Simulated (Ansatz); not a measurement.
# Where CCSD(T) holds and where it slips

Each species is computed at the geometry given (Å), with frozen cores, in Ansatz 0.2.0: RHF-CCSD(T) for singlets, UHF-CCSD(T) otherwise, and full CI in the same basis. The program picks the determinant by trial CCSD, so it needn't be the lowest Hartree–Fock solution. States: AlMgH2 (H-bridged) quartet A'', HMgNa singlet A', HBeNa singlet Σ⁺ or Δ, HAlB doublet A''. Cases whose determinant has another symmetry than full CI's state, or whose (Q) step broke down, weren't drawn.

Question: Judging by size, spin and bonding and the diagnostics given, rank them by the size of CCSD(T)'s error in total energy against full CI in the same basis, smallest first (an estimate).
A. HBeNa, singlet, cc-pVTZ: Be 0.000 0.000 -0.317; Na 0.000 0.000 -2.994; H 0.000 0.000 3.311. T1 0.184, (T) -280 meV in a correlation energy of -3.10 eV
B. HAlB, doublet, 6-31G: B 0.117 -0.144 1.508; Al -0.048 0.100 -0.544; H 0.029 -1.132 -1.613. T1 0.073, (T) -85 meV in a correlation energy of -2.18 eV
C. HMgNa, singlet, cc-pVTZ: Na 1.291 0.000 0.888; Mg -1.230 0.000 -0.768; H 0.230 0.000 -1.727. T1 0.022, (T) -43 meV in a correlation energy of -2.10 eV
D. AlMgH$_{2}$ (H-bridged), quartet, 6-31G: Al 0.000 0.063 1.376; Mg 0.000 -0.002 -1.658; H 0.000 -0.369 3.109; H 0.000 -1.288 0.042. T1 0.033, (T) -47 meV in a correlation energy of -1.73 eV

Answer: C (13.8 meV), D (29.0 meV), A (46.8 meV), B (102.1 meV).

| species | basis | correlated electrons | CCSD(T) − full CI (meV) | CCSDT(Q) − full CI (meV) | unpaired electrons (full CI) | T1 | ⟨S²⟩ of the determinant |
| --- | --- | --- | --- | --- | --- | --- | --- |
| HMgNa, singlet | cc-pVTZ | 4 | 13.8 | 0.4 | 0.26 | 0.022 | 0.00 |
| AlMgH2 (H-bridged), quartet | 6-31G | 7 | 29.0 | -0.5 | 3.04 | 0.033 | 3.75 |
| HBeNa, singlet | cc-pVTZ | 4 | -46.8 | -9.0 | 1.33 | 0.184 | 0.00 |
| HAlB, doublet | 6-31G | 7 | 102.1 | 5.9 | 1.55 | 0.073 | 1.66 |

Unpaired electrons are Σ n²(2−n)² over natural occupations; an open shell counts its own unpaired electrons too. Frozen cores follow each run's orbitals, which moves totals by a few meV. No single determinant describes HBeNa, singlet well, by full CI's occupations.
